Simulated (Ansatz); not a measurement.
# Scan of the Al2–O3 bond length

AlNH4O (SMILES [NH2][AlH][OH]), singlet, at its PBE0-D4/def2-TZVP minimum:

```json
{"atom": "N1", "x (Å)": "-1.1503", "y (Å)": "0.3460", "z (Å)": "-0.5687"}
{"atom": "Al2", "x (Å)": "0.3306", "y (Å)": "0.1491", "z (Å)": "0.3626"}
{"atom": "O3", "x (Å)": "1.3046", "y (Å)": "-1.1875", "z (Å)": "-0.0208"}
{"atom": "H4", "x (Å)": "-1.4577", "y (Å)": "-0.2701", "z (Å)": "-1.3033"}
{"atom": "H5", "x (Å)": "-1.8085", "y (Å)": "1.0956", "z (Å)": "-0.4369"}
{"atom": "H6", "x (Å)": "0.7168", "y (Å)": "1.1797", "z (Å)": "1.4954"}
{"atom": "H7", "x (Å)": "2.1257", "y (Å)": "-1.3807", "z (Å)": "0.4260"}
```

The bond length Al2–O3 (1.698 Å at the minimum) is set to the values below, with the rest relaxed at PBE0-D4/def2-TZVP at each step. Each method's energies count from its own value at the PBE0-D4 minimum structure. Ansatz 0.2.0; basis: def2-TZVPP; cores frozen in the correlated methods. B3LYP uses VWN-RPA correlation.

CCSD(T) energies along the scan:
```json
{"bond length (Å)": "1.494", "CCSD(T) (eV)": "0.748"}
{"bond length (Å)": "1.553", "CCSD(T) (eV)": "0.356"}
{"bond length (Å)": "1.640", "CCSD(T) (eV)": "0.055"}
{"bond length (Å)": "1.741", "CCSD(T) (eV)": "0.016"}
{"bond length (Å)": "1.853", "CCSD(T) (eV)": "0.219"}
{"bond length (Å)": "1.973", "CCSD(T) (eV)": "0.597"}
{"bond length (Å)": "2.101", "CCSD(T) (eV)": "1.089"}
{"bond length (Å)": "2.236", "CCSD(T) (eV)": "1.641"}
{"bond length (Å)": "2.377", "CCSD(T) (eV)": "2.210"}
```
They count from the CCSD(T) energy at the PBE0-D4 minimum.

Minimum and curvature along this coordinate at CCSD(T): A fifth-order fit through the nearest points gives 1.704 Å, with a curvature of about 25 eV/Å².

Largest difference from the CCSD(T) curve over the scan: B3LYP-D4 0.071; wB97M-V 0.034; MP2 0.029 eV. Each curve counts from its own value at the minimum.

No T1 diagnostic of these runs exceeds 0.017.

For scale, one of the runs: CCSD(T)/def2-TZVPP, 160 basis functions (an equivalent command: `ansatz run in.yaml --threads 2`). Time: 19 s of wall clock on 2 CPU threads; the host was shared. Peak host memory: 1.2 GiB.
